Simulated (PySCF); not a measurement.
Gas-phase reaction: CH₃SiH₃ + C₃H₈ → (CH₃)₂SiH₂ + 2 CH₃

Method: PySCF energies plus ideal-gas RRHO corrections (1 bar). † marks an energy on the PBE0/def2-TZVP geometry and frequencies; other levels use their own. CCSD(T) freezes the core. Open shells (unrestricted): CH₃ (multiplicity 2); the rest are closed-shell singlets. B3LYP is the form with VWN-RPA correlation. CCSD(T) isn't extrapolated to the basis-set limit.

```tsv
level	ΔH°(298 K), kJ
B3LYP/def2-TZVP†	316
BLYP/def2-TZVP†	?
CCSD(T)/def2-SVP†	348
CCSD(T)/def2-TZVPP†	?
PBE/def2-SVP	362
PBE0/def2-SVP†	?
ωB97X-V/def2-TZVP†	346
```

Q: Complete the blanks.

A: 
- BLYP/def2-TZVP†, ΔH°(298 K), kJ: 310
- CCSD(T)/def2-TZVPP†, ΔH°(298 K), kJ: 331
- PBE0/def2-SVP†, ΔH°(298 K), kJ: 351
